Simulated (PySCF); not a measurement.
# M06-L/def2-TZVP run of AlH3S (SMILES [AlH2][SH])

Aim: the energy change on altering one bond length of AlH3S at M06-L/def2-TZVP, from 2 runs. Input form: a Python script.

The calculation is run with PySCF 2.14.0.

1 further run of the same task is left out (set aside as unsound or not needed).

**1. Starting point**

The species is AlH3S (5 atoms), meant as a singlet with charge 0. SMILES: `[AlH2][SH]`. The shape is that of a PBE0-D4/def2-TZVP optimisation.

Bond lengths: Al1–S2 2.181 Å, Al1–H3 1.579 Å, Al1–H4 1.581 Å, S2–H5 1.344 Å. Angles: Al1–S2–H5 93.7°, S2–Al1–H3 116.5°, S2–Al1–H4 118.9°, H3–Al1–H4 124.6°.

**2. The energy at M06-L/def2-TZVP**

Contents of mol.xyz:

```xyz
5

Al    -0.616100    -0.064200    -0.181700
S      1.129100    -0.343100     1.096600
H     -1.981700    -0.650100     0.351100
H     -0.441100     0.696000    -1.556400
H      1.959700     0.287800     0.249000
```

Contents of input.py:

```python
from pyscf import gto, dft

system = gto.M(
    atom='mol.xyz',
    basis='def2-tzvp',
    max_memory=1860,
    verbose=3,
)

calc0 = dft.RKS(system)
calc0.xc = 'm06-l'
calc0.grids.level = 5
calc0.conv_tol = 1e-10
calc0.kernel()
if not calc0.converged:
    calc0 = calc0.newton().run(calc0.mo_coeff, calc0.mo_occ)

e_tot = calc0.e_tot
print('E = %.10f Eh' % e_tot)
```

Command:

```console
OMP_NUM_THREADS=1 python input.py
```

Output:

```text
converged SCF energy = -642.462230340787
E = -642.4622303408 Eh
```

Wall time 21 s (1 thread of Arm Neoverse V2, shared host); peak memory 0.49 GiB.

**3. The distorted shape, same level**

Contents of run.py:

```python
from pyscf import gto, dft

molecule = gto.M(
    atom='''
Al     1.022579     0.638862    -0.821044
S      2.767779     0.359962     0.457256
H     -1.981700    -0.650100     0.351100
H      1.197579     1.399062    -2.195744
H      3.598379     0.990862    -0.390344
''',
    spin=0,
    verbose=4,
    max_memory=1860,
    charge=0,
    basis='def2-tzvp',
)

myscf = dft.RKS(molecule, xc='m06-l')
myscf.conv_tol = 1e-10
myscf.grids.level = 5
myscf.kernel()
if not myscf.converged:
    myscf = myscf.newton().run(myscf.mo_coeff, myscf.mo_occ)

e_final = myscf.e_tot
print(f'total energy: {e_final:.8f} hartree')
```

Command:

```console
OMP_NUM_THREADS=1 python run.py
```

Output:

```text
PySCF version 2.14.0

[INPUT] num. atoms = 5
[INPUT] num. electrons = 32
[INPUT] charge = 0
[INPUT] spin (= nelec alpha-beta = 2S) = 0
[INPUT] symmetry False subgroup None
[INPUT] Mole.unit = angstrom
[INPUT] Symbol           X                Y                Z      unit          X                Y                Z       unit  Magmom
[INPUT]  1 Al     1.022579000000   0.638862000000  -0.821044000000 AA    1.932394250732   1.207274211392  -1.551548296217 Bohr   0.0
[INPUT]  2 S      2.767779000000   0.359962000000   0.457256000000 AA    5.230344283323   0.680229595251   0.864088608814 Bohr   0.0
[INPUT]  3 H     -1.981700000000  -0.650100000000   0.351100000000 AA   -3.744870261051  -1.228510953580   0.663482842335 Bohr   0.0
[INPUT]  4 H      1.197579000000   1.399062000000  -2.195744000000 AA    2.263096322531   2.643844011286  -4.149354799657 Bohr   0.0
[INPUT]  5 H      3.598379000000   0.990862000000  -0.390344000000 AA    6.799950802386   1.872457807239  -0.737643254367 Bohr   0.0

nuclear repulsion = 70.4330475456776
number of shells = 38
number of NR pGTOs = 150
number of NR cGTOs = 92
basis = def2-tzvp
ecp = {}

******** <class 'pyscf.dft.rks.RKS'> ********
method = RKS
initial guess = minao
damping factor = 0
level_shift factor = 0
DIIS = <class 'pyscf.scf.diis.CDIIS'>
diis_start_cycle = 1
diis_space = 8
diis_damp = 0
SCF conv_tol = 1e-10
SCF conv_tol_grad = None
SCF max_cycles = 50
direct_scf = True
direct_scf_tol = 1e-13
XC library pyscf.dft.libxc version 7.0.0
    S. Lehtola, C. Steigemann, M. J.T. Oliveira, and M. A.L. Marques.,  SoftwareX 7, 1–5 (2018)
XC functionals = m06-l
    Y. Zhao and D. G. Truhlar.,  Theor. Chem. Acc. 120, 215 (2008)
radial grids:
    Treutler-Ahlrichs [JCP 102, 346 (1995); DOI:10.1063/1.469408] (M4) radial grids

becke partition: Becke, JCP 88, 2547 (1988); DOI:10.1063/1.454033
pruning grids: <function nwchem_prune>
grids dens level: 5
symmetrized grids: False
atomic radii adjust function: <function treutler_atomic_radii_adjust>
small_rho_cutoff = 0
Set gradient conv threshold to 1e-05
Initial guess from minao.
tot grids = 156720
init E= -642.233480356343
  HOMO = -0.215093135103011  LUMO = -0.148011755228076  gap/eV = 1.82538
cycle= 1 E= -642.191921583256  delta_E= 0.0416  |g|= 0.421  |ddm|= 1.79
  HOMO = -0.239369493969239  LUMO = -0.153831381338438  gap/eV = 2.32761
cycle= 2 E= -641.789632039439  delta_E= 0.402  |g|= 0.764  |ddm|= 2.09
  HOMO = -0.164258859700563  LUMO = -0.107871739486942  gap/eV = 1.53437
cycle= 3 E= -642.265692691957  delta_E= -0.476  |g|= 0.209  |ddm|= 1.47
  HOMO = -0.225819576863564  LUMO = -0.137667504934839  gap/eV = 2.39874
cycle= 4 E= -642.230744692596  delta_E= 0.0349  |g|= 0.256  |ddm|= 0.955
  HOMO = -0.202336562176139  LUMO = -0.146672301147948  gap/eV = 1.51470
cycle= 5 E= -642.305345128495  delta_E= -0.0746  |g|= 0.0815  |ddm|= 0.453
  HOMO = -0.205467305830592  LUMO = -0.150065710683261  gap/eV = 1.50755
cycle= 6 E= -642.308375490608  delta_E= -0.00303  |g|= 0.059  |ddm|= 0.0664
  HOMO = -0.206610034441884  LUMO = -0.150387439262346  gap/eV = 1.52989
cycle= 7 E= -642.307065684884  delta_E= 0.00131  |g|= 0.0693  |ddm|= 0.0237
  HOMO = -0.2073513241508  LUMO = -0.150364853289481  gap/eV = 1.55068
cycle= 8 E= -642.304719154467  delta_E= 0.00235  |g|= 0.0857  |ddm|= 0.0322
  HOMO = -0.208565096616322  LUMO = -0.150725948811523  gap/eV = 1.57388
cycle= 9 E= -642.302255966227  delta_E= 0.00246  |g|= 0.0991  |ddm|= 0.0282
  HOMO = -0.206015160410068  LUMO = -0.15072819269637  gap/eV = 1.50444
cycle= 10 E= -642.309152568456  delta_E= -0.0069  |g|= 0.0509  |ddm|= 0.0973
  HOMO = -0.202882424712161  LUMO = -0.149857859573064  gap/eV = 1.44287
cycle= 11 E= -642.311343014396  delta_E= -0.00219  |g|= 0.0131  |ddm|= 0.12
  HOMO = -0.20330737300106  LUMO = -0.150281375168664  gap/eV = 1.44291
cycle= 12 E= -642.311490393753  delta_E= -0.000147  |g|= 0.000776  |ddm|= 0.0251
  HOMO = -0.20335159017452  LUMO = -0.150315046013578  gap/eV = 1.44320
cycle= 13 E= -642.311490485654  delta_E= -9.19e-08  |g|= 0.000633  |ddm|= 0.00102
  HOMO = -0.203338059940467  LUMO = -0.150317649414809  gap/eV = 1.44276
cycle= 14 E= -642.311490766799  delta_E= -2.81e-07  |g|= 0.000105  |ddm|= 0.0009
  HOMO = -0.203327293926012  LUMO = -0.150309219110103  gap/eV = 1.44270
cycle= 15 E= -642.311490776232  delta_E= -9.43e-09  |g|= 1.5e-05  |ddm|= 0.000206
  HOMO = -0.203328847531285  LUMO = -0.150310852133604  gap/eV = 1.44269
cycle= 16 E= -642.311490776298  delta_E= -6.65e-11  |g|= 6.92e-06  |ddm|= 3.17e-05
  HOMO = -0.203326941853831  LUMO = -0.150310326673353  gap/eV = 1.44266
Extra cycle  E= -642.31149077476  delta_E= 1.54e-09  |g|= 4.24e-05  |ddm|= 8.88e-05
SCF not converged.
SCF energy = -642.31149077476

******** <class 'pyscf.soscf.newton_ah.SecondOrderRKS'> ********
method = SecondOrderRKS
initial guess = minao
damping factor = 0
level_shift factor = 0
DIIS = <class 'pyscf.scf.diis.CDIIS'>
diis_start_cycle = 1
diis_space = 8
diis_damp = 0
SCF conv_tol = 1e-10
SCF conv_tol_grad = None
SCF max_cycles = 50
direct_scf = True
direct_scf_tol = 1e-13
XC library pyscf.dft.libxc version 7.0.0
    S. Lehtola, C. Steigemann, M. J.T. Oliveira, and M. A.L. Marques.,  SoftwareX 7, 1–5 (2018)
XC functionals = m06-l
    Y. Zhao and D. G. Truhlar.,  Theor. Chem. Acc. 120, 215 (2008)
radial grids:
    Treutler-Ahlrichs [JCP 102, 346 (1995); DOI:10.1063/1.469408] (M4) radial grids

becke partition: Becke, JCP 88, 2547 (1988); DOI:10.1063/1.454033
pruning grids: <function nwchem_prune>
grids dens level: 5
symmetrized grids: False
atomic radii adjust function: <function treutler_atomic_radii_adjust>
small_rho_cutoff = 0
******** <class 'pyscf.dft.rks.RKS'> Newton solver flags ********
SCF tol = 1e-10
conv_tol_grad = None
max. SCF cycles = 50
direct_scf = True
direct_scf_tol = 1e-13
max_cycle_inner = 12
max_stepsize = 0.05
ah_start_tol = 1e+09
ah_level_shift = 0
ah_conv_tol = 1e-12
ah_lindep = 1e-14
ah_start_cycle = 1
ah_max_cycle = 40
ah_grad_trust_region = 2.5
kf_interval = 4
kf_trust_region = 5
canonicalization = True
Set conv_tol_grad to 1e-05
  HOMO = -0.203339669882149  LUMO = -0.150313393643697  gap/eV = 1.44292
Initial guess E= -642.31149077476  |g|= 4.24496e-05
macro= 0  E= -642.311490776336  delta_E= -1.57615e-09  |g|= 4.24496e-05  1 KF 4 JK
macro= 1  E= -642.311490776333  delta_E= 2.27374e-12  |g|= 1.61151e-06  1 KF 2 JK
Canonicalize SCF orbitals
macro X = 2  E=-642.311490776333  |g|= 1.61151e-06  total 3 KF 9 JK
converged SCF energy = -642.311490776333
total energy: -642.31149078 hartree
```

Wall time 44 s (1 thread of Arm Neoverse V2, shared host); peak memory 0.66 GiB.

**4. Summary of results**

At M06-L/def2-TZVP:

```
                                                          quantity          value
                                         first shape: total energy  -642.46223 Eh
                                        first shape: dipole moment         1.00 D
                                          first shape: HOMO energy       -6.85 eV
                                          first shape: LUMO energy       -1.59 eV
                                        first shape: HOMO–LUMO gap        5.27 eV
                                     distorted shape: total energy  -642.31149 Eh
                                    distorted shape: dipole moment         4.07 D
                                      distorted shape: HOMO energy       -5.53 eV
                                      distorted shape: LUMO energy       -4.09 eV
                                    distorted shape: HOMO–LUMO gap        1.44 eV
energy change with the Al1–H3 bond stretched from 1.579 to 3.473 Å       4.102 eV
```

In words: One bond (distorted shape) is far stretched, which a spin-restricted single reference describes badly; a broken-symmetry solution may lie lower. With the Al1–H3 bond stretched from 1.579 to 3.473 Å the energy rises by 4.10 eV (95 kcal/mol). The first shape isn't relaxed at this level, so the change isn't measured from a minimum. A restricted reference can't describe the breaking bond well at this length.
